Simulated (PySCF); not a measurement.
phosphine (H3P), SMILES P.

Geometry optimised at PBE0-D3(BJ)/def2-TZVPD.

Method: PBE0-D3(BJ)/def2-TZVPD in PySCF.

Frequencies are harmonic and unscaled.

Modes within 1.5 cm⁻¹ of each other (mostly degenerate sets) share a row, with their intensities summed.

```csv
mode,ν (cm⁻¹),IR (km/mol),moving atoms (share of kinetic energy)
1,1000,17.4,H 94 %
2–3,1131,21.9,H 98 %
4,2410,28.6,H 98 %
5–6,2422,100.4,H 97 %
```
